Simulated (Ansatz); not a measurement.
System: disilane, Si₂H₆, net charge 0, singlet state. 
Coordinates optimised at B3LYP-D3(BJ)/def2-TZVP (Ansatz, an electronic-structure program):
```
Si
H 1 1.4832
H 1 1.4832 2 108.63
H 1 1.4832 2 108.63 3 118.00
Si 1 2.3443 2 110.30 4 121.00
H 5 1.4832 1 110.30 2 180.00
H 5 1.4832 6 108.63 1 -121.00
H 5 1.4832 6 108.63 7 -118.00
```

Basis-set convergence of Hartree-Fock and MP2 correlation energies (hartree) with Ansatz. Valence correlation only, unless marked. Spin-orbit coupling is left out. Non-relativistic.

```csv
basis,functions,E(HF),"E(corr, MP2)"
cc-pV(D+d)Z,76,-581.35122,-0.21386
cc-pV(T+d)Z,162,___,___
```

Q: Fill in the missing entries.

A: 
- cc-pV(T+d)Z, E(HF): -581.37602
- cc-pV(T+d)Z, E(corr, MP2): -0.26412
